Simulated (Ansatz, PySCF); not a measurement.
System: BF$_{2}$, charge 0, multiplicity 2. SMILES: [B](F)F
Structure (B3LYP-D3(BJ)/def2-TZVP (Ansatz, a first-principles code) minimum search):
```
B
F 1 1.3102
F 1 1.3102 2 121.32
```
Charge 0, spin multiplicity 2.

Wanted: atomisation energy, in kcal/mol. Conventions: non-relativistic; spin-orbit terms left out; dispersion terms only where a functional's name holds one; valence correlation only; atomisation electronic, to ground-state atoms; UHF or UKS for open shells. Basis-set limits of correlation are two-point, X^-3; Hartree-Fock from the larger set. First-principles rows: single points at B3LYP-D3(BJ) geometries (Ansatz).

```
species  coefficient  E at BP86/def2-SVP (PySCF), Eh  E at M06-2X/def2-TZVPD (PySCF), Eh
-------  -----------  ------------------------------  ----------------------------------
F[B]F             -1                      -224.38687                          -224.60018
B atom            +1                       -24.62165                           -24.64988
F atom            +2                       -99.63266                           -99.73422
```

Coupled cluster (Ansatz) is a level with limits of its own, used here on species with T1 under 0.025 (0.045 for open shells) and stable references: CCSD(T)/CBS(cc-pVTZ,cc-pVQZ). Value to compare with, CCSD(T)/CBS(cc-pVTZ,cc-pVQZ) (Ansatz): 295.4 kcal/mol. 1 Eh = 627.5095 kcal/mol.

Question: Compute it at each level from the table, and compare with CCSD(T)/CBS(cc-pVTZ,cc-pVQZ) (Ansatz).

Answer: 
- BP86/def2-SVP: the sum of coefficient times E is 0.49990 Eh, or 313.69 kcal/mol. Result: 313.7 kcal/mol. Its difference against CCSD(T)/CBS(cc-pVTZ,cc-pVQZ) (Ansatz) is 18.3 kcal/mol.
- M06-2X/def2-TZVPD: the sum of coefficient times E is 0.48186 Eh, or 302.37 kcal/mol. Result: 302.4 kcal/mol. Its difference against CCSD(T)/CBS(cc-pVTZ,cc-pVQZ) (Ansatz) is 7.0 kcal/mol.
